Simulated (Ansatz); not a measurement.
# NSi2: the cost of one run

Method: def2-TZVPP, core rule «outside noble gas», up to 11 orbitals frozen; program: Ansatz 0.2.0, Gaussian basis.

Plan: UHF; ROHF; CCSD(T) on UHF.

### Step 1. What is computed

The geometry is a PBE0/def2-TZVP stationary point (not a proven minimum) of the parent state, kept for this charge and spin.

3 atoms, charge 1, spin multiplicity 3.

Atoms are counted from 1 here; the program's logs count them from 0.

Bond lengths: Si1–N2 1.661 Å, N2–Si3 1.597 Å. Angles: Si1–N2–Si3 180.0°.

### Step 2. UHF

File in.yaml:

```yaml
crystal:
  periodic: [false, false, false]
  atoms:
    - {symbol: Si, position_ang: [0.000000, 0.000000, 1.639800]}
    - {symbol: N, position_ang: [0.000000, 0.000000, -0.021300]}
    - {symbol: Si, position_ang: [0.000000, 0.000000, -1.618500]}
basis:
  gaussian: {orbitals: def2-TZVPP}
total_charge: 1
magnetization: {spin_polarized: true, initial_magnetization: 2}
hamiltonian: {xc: hf}
output: {orbitals: {seedname: orbitals}}
```

Command:

```console
> ansatz run in.yaml --threads 1 --pin off --events-out ev --progress --plain --max-ram 4096MiB --backend cpu
```

What time and memory should one allow on 1 thread of AMD EPYC 7R13, shared host?

About 16 s, with a peak of 0.29 GiB.
